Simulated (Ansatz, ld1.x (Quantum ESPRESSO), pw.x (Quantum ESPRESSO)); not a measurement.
Li (Z = 3): one change to the ultrasoft potential, in the atom and in the fcc crystal

```json
{"Element": "lithium", "Generator": "ld1.x (Quantum ESPRESSO) 7.5", "Type": "ultrasoft", "Functional": "LDA (PW92)", "Relativity": "scalar-relativistic", "Frozen core": "none", "Valence charge": "3", "Reference configuration": "1s2 2s1 2p0", "Partial waves": "1s (bound): rcut 0.95, rcutus 1.15 bohr; 2s (bound): rcut 0.95, rcutus 1.15 bohr; 2p (bound, empty): rcut 3.65, rcutus 4.50 bohr; 2p channel at 0.65 Ry: rcut 3.65, rcutus 4.50 bohr", "Local potential": "all-electron potential smoothed inside 3.80 bohr (lloc = -1)", "Core correction": "none", "Augmentation charge": "PSQ, inside the norm-conserving radii"}
```

Change: wave 2p channel at 0.65 Ry: rcut 3.65, rcutus 4.50 bohr becomes 2p channel at 2.35 Ry: rcut 3.65, rcutus 4.50 bohr.

Cutoffs, loose and tight: the cutoffs (Ry, on a coarse ladder) from which the occupation-weighted sum of valence levels, in a spherical-Bessel basis at the reference potential, stays within 10 and 1 mRy of its value at 400 Ry. They do not see the model core or the augmentation charge, which bear on the density cutoff. Test errors are all-electron minus pseudo excitation energies from the reference, over the configurations 1s2 2s0 2p0; 1s2 2s0.5 2p0; 1s2 2s0 2p1; 1s1 2s1 2p0 (two spin-polarised tests are not counted in the largest error); variants that change the core or the reference have their own tests.

Crystal test: fcc Li in pw.x 7.5, no spin, 13³ k-points, Fermi–Dirac smearing 0.01 Ry, cutoffs set for each file from its atomic test. The reference is all-electron LAPW (Ansatz 0.2.0) with the same functional, mesh and smearing; V0 and B0 come from Birch–Murnaghan fits to the pressures at five volumes. Errors are pseudo minus all-electron; Δ is the rms difference of the E(V) curves that follow from these fits, minima aligned, over ±6 % about the mean V0. Mesh and smearing are coarse, so the numbers serve the comparison and aren't converged zero-temperature values; the lattice is a test structure that the element need not adopt.

All-electron: a0 = 4.237 Å (V0 = 19.01 Å³/atom), B0 = 14.9 GPa.

Question: Does the change bring the crystal closer to the all-electron result?

Answer: The mean pressure error goes from +3.83 to +2.33 GPa, so the change moves the solid closer to the all-electron pressures. Neither pressure curve crosses zero within the volumes sampled, so no fits are given.

| quantity | base | changed |
| --- | --- | --- |
| outcome (atom) | generated | generated |
| cutoff, loose (atom) | 50 Ry | 50 Ry |
| cutoff, tight (atom) | 70 Ry | 70 Ry |
| bound ghosts (atom) | none | none |
| largest test error (meV) (atom) | 6 of 6 tests not solved or not reliable | 6 of 6 tests not solved or not reliable |
| cutoffs in pw.x (Ry) | 85/680 | 85/680 |
| mean pressure error (GPa) | +3.83 | +2.33 |

Base: The largest radius (4.50 bohr) exceeds half the bond length (2.83 bohr), so the spheres overlap, which is one possible source of error among others. This is a poor potential for the solid. Atomic configuration tests: 6 of 6 tests not solved or not reliable. Changed file: The largest radius (4.50 bohr) exceeds half the bond length (2.83 bohr), so the spheres overlap, which is one possible source of error among others. This is a poor potential for the solid. Atomic configuration tests: 6 of 6 tests not solved or not reliable. The atomic cutoffs weigh occupied waves only.
